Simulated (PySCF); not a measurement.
# H4N3: the cost of one run

Programs: PySCF 2.14.0. All values are calculated, for the isolated system unless a continuum is named. Atoms count from 0, parts from 1.

## (1) Starting point

7 atoms, charge 1, multiplicity 1; geometry: GFN2-xTB. Parts: 1 = atoms 0–4, `[NH4+]`, charge 1; 2 = atoms 5–6, `N#N`, charge 0.

## (2) Optimising the geometry at PBE0-D3(BJ)/def2-TZVPD

The job: settings as JSON, then the geometry in Å.

```
{"job": {"xc": "PBE0", "basis": "def2-TZVPD", "d3": "d3bj", "grid": 3, "kind": "geom", "shake": 0.01}, "charge": 1, "multiplicity": 1, "parts": [{"atoms": "0-4", "charge": 1, "multiplicity": 1}, {"atoms": "5-6", "charge": 0, "multiplicity": 1}]}
N      0.062351    -0.112638    -0.014312
H     -0.433571    -0.906769    -0.428271
H     -0.402840     0.764995    -0.402959
H     -0.047756    -0.100666     0.995881
H      1.083997    -0.117353    -0.270916
N      3.735916    -0.165532    -0.880926
N      2.682219    -0.148415    -0.634792
```

Run with:

```console
> OMP_NUM_THREADS=1 python cluster_run.py task.json out
```

This one command runs all jobs of the session in turn.

**Question.** How long does this first job take on 1 thread of Arm Neoverse N1, shared host, and how much memory does it need?

About 58 s, with a peak of 0.58 GiB.
